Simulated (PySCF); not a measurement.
# BP+: bond curves at several levels of theory

Aim: find the lowest electronic state of BP+, scan its bond at several levels of theory, and get bond length, wavenumber and dissociation energy from each curve.

Computed with PySCF 2.14.0. Level: B def2-TZVPPD, P def2-TZVPPD, no relativity.

### 1 Input

The job is set up so:

```
atoms                         : B, P
charge                        : 1
basis                         : B def2-TZVPPD, P def2-TZVPPD
Hamiltonian                   : no relativity
basis functions               : 85
electrons treated             : 19
masses in u                   : 11.0093, 30.9738
levels                        : PBE0, PBE, r²SCAN, BLYP, M06, PW91, TPSS, B2PLYP, ωB97M-V, HF, MP2, SCS-MP2, CCSD, CCSD(T)
grid                          : 80 radial by 434 angular points
occupations                   : held fixed by the projection of orbital angular momentum
dissociation limit            : B+ + P, each in its ground configuration
starting distance in angstrom : 1.980
values of 2S to try           : 1, 3
```

Launch:

```console
> OMP_NUM_THREADS=2 python dia.py task.json out
```

The runs that follow: First curve: PBE0; Excited determinants; PBE (GGA); r²SCAN; BLYP; M06; PW91; TPSS; B2PLYP; ωB97M-V; UHF (mean field); MP2 and coupled cluster.

**Question.** What will these runs give? Wanted: for each run, Re; ωe; De; μ.

The runs gave:

Lowest PBE0 solution found, without spin–orbit coupling: ⁴Σ⁻ (quartet), unpaired electrons σ ↑, π ↑↑. State 2 has its PBE0 minimum 0.30 eV higher, as a spin-mixed determinant (⟨S²⟩ = 1.77), so this is no gap between pure states. State 3 has its PBE0 minimum 0.43 eV higher, as a spin-mixed determinant (⟨S²⟩ = 1.76), so this is no gap between pure states. The other levels ran on the lowest alone.

```
      level  Re (Å)  ωe (cm⁻¹)  De (eV)  μ (D)
        UHF   1.831        769     1.90  -2.24
    UHF-MP2   1.839        804     2.27    n/a
UHF-SCS-MP2   1.851        754     2.07    n/a
   UHF-CCSD   1.863        708     1.94    n/a
UHF-CCSD(T)   1.872        704     2.09    n/a
        PBE   1.867        746     3.26  -1.40
       PW91   1.864        749     3.29  -1.41
       BLYP   1.878        716     3.10  -1.38
       TPSS   1.864        754     3.14  -1.52
     r²SCAN   1.850        781     3.22  -1.60
       PBE0   1.846        779     3.01  -1.57
        M06   1.853        761     2.92  -1.45
    ωB97M-V   1.839        785     2.59  -1.43
     B2PLYP   1.854        757     2.68  -1.83
```

De is counted to B+ + P in their ground configurations. A positive dipole points from B to P; in an ion it is taken about the centre of mass and does not tell which atom is negative.

Differences from CCSD(T) in the same basis:

```
      level  Re (mÅ)  ωe (%)
        UHF      -41    +9.3
    UHF-MP2      -34   +14.1
UHF-SCS-MP2      -22    +7.1
   UHF-CCSD       -9    +0.5
        PBE       -5    +6.0
       PW91       -8    +6.4
       BLYP       +5    +1.7
       TPSS       -8    +7.1
     r²SCAN      -23   +11.0
       PBE0      -26   +10.6
        M06      -20    +8.2
    ωB97M-V      -33   +11.4
     B2PLYP      -18    +7.5
```

Judged by CCSD(T) in the same basis: best bond length PBE and BLYP (5 mÅ off), worst UHF (-41 mÅ); best wavenumber UHF-CCSD (+0.5 %), worst UHF-MP2 (+14.1 %). Hartree–Fock makes the bond too short and too stiff against this reference, as it mostly does. Of the levels with a De here, UHF gives the least (1.90 eV) and PW91 the most (3.29 eV).

Correlated steps freeze 6 core orbitals. B2PLYP dipoles, levels and charges come from its SCF part alone.
